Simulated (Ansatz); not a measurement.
Geometry optimisation, Ansatz, RKS B3LYP-D4/6-31G*.

Input:

```yaml
crystal:
  periodic: [false, false, false]
  atoms:
    - { symbol: B, position_ang: [0.007137, -0.394256, -0.46652] }
    - { symbol: "N", position_ang: [-0.023186, -0.121722, 2.256809] }
    - { symbol: H, position_ang: [-0.781155, -0.283478, 2.916277] }
    - { symbol: H, position_ang: [0.774463, 0.239191, 2.775047] }
    - { symbol: H, position_ang: [0.925782, 0.337677, -0.696] }
    - { symbol: C, position_ang: [-1.430278, -0.04184, -0.978142] }
    - { symbol: H, position_ang: [-2.234273, -0.676256, -0.592131] }
    - { symbol: H, position_ang: [-1.682406, 1.009191, -0.79375] }
    - { symbol: H, position_ang: [-1.423159, -0.153875, -2.076224] }
    - { symbol: H, position_ang: [0.253605, -1.450944, 0.034031] }
    - { symbol: H, position_ang: [0.252469, -1.03909, 1.860302] }
basis:
  gaussian: { orbitals: "6-31G*" }
hamiltonian:
  xc: b3lyp
  dispersion: d4
relax:
  f_tol: 0.03
  max_steps: 50
output:
  orbitals: {}
```

Command:

```bash
$ ansatz run input.yaml --threads 1 --pin off --max-ram 2048MiB --backend cpu --events-out ev --progress --plain --runs-dir out
```

Problem. Where does it end, and by what steps?

Solution. The forces met the threshold. After 17 steps the energy has fallen by 1.017 eV; H4 moved furthest, 1.33 Å. Joined: B1–N2.

| step | energy less start (eV) | largest force component (eV/Å) | accepted |
| --- | --- | --- | --- |
| 0 | 0.0000 | 0.687 | yes |
| 1 | -0.0954 | 0.969 | yes |
| 2 | -0.1855 | 1.924 | yes |
| 3 | -0.4022 | 1.110 | yes |
| 4 | -0.7229 | 1.119 | yes |
| 5 | -0.8353 | 1.642 | yes |
| 6 | -0.8489 | 1.344 | yes |
| 7 | -0.9337 | 0.421 | yes |
| 8 | -0.9692 | 0.139 | yes |
| 9 | -0.9965 | 0.249 | yes |
| 10 | -0.9406 | 1.536 | no |
| 11 | -1.0097 | 0.089 | yes |
| 12 | -1.0152 | 0.117 | yes |
| 13 | -1.0132 | 0.167 | no |
| 14 | -1.0168 | 0.039 | yes |
| 15 | -1.0171 | 0.033 | yes |
| 16 | -1.0169 | 0.050 | no |
| 17 | -1.0172 | 0.001 | yes |

```xyz
11
Properties=species:S:1:pos:R:3
B 0.038 -0.536 -0.005
N -0.063 -0.331 1.659
H -0.883 -0.807 2.038
H -0.141 0.658 1.902
H 1.058 0.058 -0.294
C -1.312 0.089 -0.627
H -2.233 -0.408 -0.282
H -1.435 1.167 -0.430
H -1.301 -0.019 -1.720
H 0.147 -1.741 -0.127
H 0.763 -0.705 2.126
```

The run took 16 s on 1 thread of AMD EPYC 9R45 96-Core Processor (Zen 5), on a shared host, peak memory 0.15 GiB.
